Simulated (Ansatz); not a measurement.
**A basis-limit estimate, worked out**

An elementary step of CH₇OSi, doublet (CH₆OSi ([CH3][O][SiH3]) + H → CH₅OSi ([CH2][O][SiH3]) + H₂; H–C broken or loosened, H–H formed or tightened). “Start” and “end” are the PBE0-D4/def2-TZVP structures reached by relaxing down either side of its saddle point, with the molecules still in contact.

Ansatz 0.2.0; basis: def2-TZVPP and def2-QZVPP; cores frozen in the correlated methods; orbitals are unrestricted.

Energies in eV:

| quantity | end | start |
| --- | --- | --- |
| Hartree–Fock, triple zeta (X = 3) | -11040.94518 | -11040.80372 |
| Hartree–Fock, quadruple zeta (X = 4) | -11041.37278 | -11041.22467 |
| MP2 correlation, X = 3 | -14.71526 | -14.81647 |
| MP2 correlation, X = 4 | -15.80580 | -15.90945 |
| CCSD(T) correlation, X = 3 | -16.44012 | -16.35167 |

Q: Work out the step energy at the basis limit: extrapolate Hartree–Fock as E(X) = E∞ + A exp(−7.88 √X) and the MP2 correlation as E(X) = E∞ + B X^−2.97 (the exponents that Neese and Valeev fitted for def2-TZVPP and QZVPP), then add CCSD(T) − MP2 in triple zeta.

A: Each step is linear, so take the differences first (end − start): Hartree–Fock -0.14146 (X = 3) and -0.14811 (X = 4); MP2 correlation 0.10121 and 0.10365; CCSD(T) correlation -0.08845.
Two points give E∞ = E(4) + w [E(4) − E(3)], with w = 1/(exp(7.88 (2 − √3)) − 1) = 0.1377 for Hartree–Fock and w = 1/((4/3)^2.97 − 1) = 0.7407 for the correlation.
Hartree–Fock: -0.14811 + 0.1377 × (-0.00665) = -0.1490 eV.
MP2 correlation: 0.10365 + 0.7407 × 0.00244 = 0.1055 eV.
CCSD(T) − MP2: -0.08845 − 0.10121 = -0.1897 eV.
Sum: -0.1490 + 0.1055 + (-0.1897) = -0.2332 eV, or -5.38 kcal/mol. Plain CCSD(T) in triple zeta gives -0.2299 eV, so the larger basis shifts the result by -0.0033 eV.

The T1 diagnostic stays at or below 0.016. ⟨S²⟩ of the unrestricted Hartree–Fock references: 0.75 to 0.79 (a pure state has 0.75).

Radical steps of this kind take place in plasma deposition and etching.

Labels in which every atom is bracketed show which atoms are joined, not bond orders.

For scale, one of the runs: CCSD(T)/def2-TZVPP, 202 basis functions, launched by `ansatz run in.yaml --threads 4 --pin off --events-out ev --progress --plain --max-ram 9574MiB`. Hardware: 4 CPU threads of an Arm Neoverse V1, shared host. Wall time 2.2 min; peak host memory 6.5 GiB.
